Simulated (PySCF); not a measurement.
Series SiXY, Y = H, computed as singlets and as triplets. Isolated molecules, 0 K electronic values unless said otherwise. One relaxed conformer stands for each flexible species; it need not be the lowest. Strings in code marks are SMILES.

Calculation: PySCF with PBE0-D3(BJ)/def2-TZVP. 

A: X = fluoro, multiplicity 1 (`F[SiH]` (lower singlet))
B: X = silyl, multiplicity 3 (`[SiH][SiH3]` (excited triplet))
C: X = methyl, multiplicity 3 (`C[SiH]` (excited triplet))
D: X = ethynyl, multiplicity 3 (`C#C[SiH]` (excited triplet))
E: X = fluoro, multiplicity 3 (`F[SiH]` (excited triplet))
F: X = cyano, multiplicity 3 (`N#C[SiH]` (excited triplet))

Question: Which member has the lowest dipole moment?

Answer: B (0.16 D); next is D (0.39 D).
